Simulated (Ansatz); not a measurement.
# C2H5S+ (SMILES C=C[SH2+]): functionals against CCSD(T) at one geometry

An exercise on one series of results from a longer session: the logs are not shown, and one member is left open.

Computed with Ansatz 0.2.0, Gaussian basis. Level: single points in def2-TZVPP.

Cores are frozen in the correlated methods. B3LYP uses VWN-RPA correlation.

## The system as given

SMILES `C=C[SH2+]`, 8 atoms, charge 1, spin multiplicity 1.

Atoms are counted from 1 here; the program's logs count them from 0.

Bond lengths: C1–C2 1.267 Å, C1–H4 1.118 Å, C1–H5 1.282 Å, C2–S3 1.947 Å, C2–H6 0.916 Å, S3–H7 1.305 Å, S3–H8 1.452 Å. Angles: C2–C1–H4 131.0°, C2–C1–H5 113.3°, H4–C1–H5 115.8°, C1–C2–S3 116.6°, C1–C2–H6 130.9°, S3–C2–H6 111.1°, C2–S3–H7 95.6°, C2–S3–H8 96.5°, H7–S3–H8 93.8°.

Geometry (Å):

```xyz
8

C    -0.7161    0.7763   -0.8244
C    -0.1035    0.3917    0.2161
S     0.6211   -1.4148    0.1839
H    -0.8928    0.2640   -1.8018
H    -1.2330    1.9435   -0.7053
H     0.2237    0.8652    0.9282
H     1.8470   -1.0662    0.4644
H     0.2975   -1.7468    1.5604
```

The first run:

run/in.yaml

```yaml
crystal:
  periodic: [false, false, false]
  atoms:
    - {symbol: C, position_ang: [-0.716100, 0.776300, -0.824400]}
    - {symbol: C, position_ang: [-0.103500, 0.391700, 0.216100]}
    - {symbol: S, position_ang: [0.621100, -1.414800, 0.183900]}
    - {symbol: H, position_ang: [-0.892800, 0.264000, -1.801800]}
    - {symbol: H, position_ang: [-1.233000, 1.943500, -0.705300]}
    - {symbol: H, position_ang: [0.223700, 0.865200, 0.928200]}
    - {symbol: H, position_ang: [1.847000, -1.066200, 0.464400]}
    - {symbol: H, position_ang: [0.297500, -1.746800, 1.560400]}
basis:
  gaussian: {orbitals: def2-TZVPP}
total_charge: 1
correlation: {method: ccsd_t}
output: {forces: true}
```

No record of the launch command was kept for these runs.

Among the steps run: CCSD(T)/def2-TZVPP; PBE0-D4/def2-TZVPP; wB97M-V/def2-TZVPP; r2SCAN-D4/def2-TZVPP; PBE-D4/def2-TZVPP; B97M-V/def2-TZVPP; B3LYP-D4/def2-TZVPP.

One of the session's tables, all rows but one given; the rest of the session is left out.

```
   method  RMS force component (eV/Å)  angle to CCSD(T) forces (°)
  CCSD(T)                       3.245                    reference
  PBE0-D4                       3.228                          5.1
  wB97M-V                       3.193                          4.4
r2SCAN-D4                       3.165                          5.1
   PBE-D4                           ?                            ?
   B97M-V                       3.140                          5.3
 B3LYP-D4                       3.144                          5.0
```

**Question.** Estimate the row for PBE-D4.

**Answer.** RMS force component (eV/Å): 3.185; angle to CCSD(T) forces (°): 5.2. In the column «RMS force component (eV/Å)» it lies between r2SCAN-D4 (3.165) and wB97M-V (3.193).
